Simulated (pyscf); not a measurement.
Single points on ωB97X-D3(BJ)/def2-SVP structures (PySCF, gas phase).

Task: For O=V(OH)(OH)–F + water (H₂O) → O=V(OH)(OH)–OH + hydrogen fluoride (HF), a four-centre exchange (singlet surface; F–V, H–O broken, O–V, F–H formed), PBE/def2-TZVP gives ΔE‡ = 43.6 kJ/mol and ΔE = +36.2 kJ/mol (zero: the separated reactants). In which direction and how far do B3LYP-D3(BJ)/def2-TZVP, M06-2X/def2-TZVP, ωB97M-D3(BJ)/def2-TZVP move these?

Result: B3LYP-D3(BJ): ΔE‡ = 50.1 kJ/mol, ΔE = +32.6 kJ/mol; M06-2X: ΔE‡ = 39.8 kJ/mol, ΔE = +26.0 kJ/mol; ωB97M-D3(BJ): ΔE‡ = 52.6 kJ/mol, ΔE = +33.0 kJ/mol. PBE's barrier lies among them. Its reaction energy lies over all of them, by 3.2 to 10.3 kJ/mol. On the reactant side the descent ends in a complex (not fully relaxed), 19.8 kJ/mol under the separated species and 69.8 kJ/mol under the saddle at ωB97X-D3(BJ)/def2-TZVP. On the product side the descent ends in a bound adduct, 33.8 kJ/mol under the separated species and 51.5 kJ/mol under the saddle at ωB97X-D3(BJ)/def2-TZVP. This is the saddle that the search found; another between the same sides may lie lower.
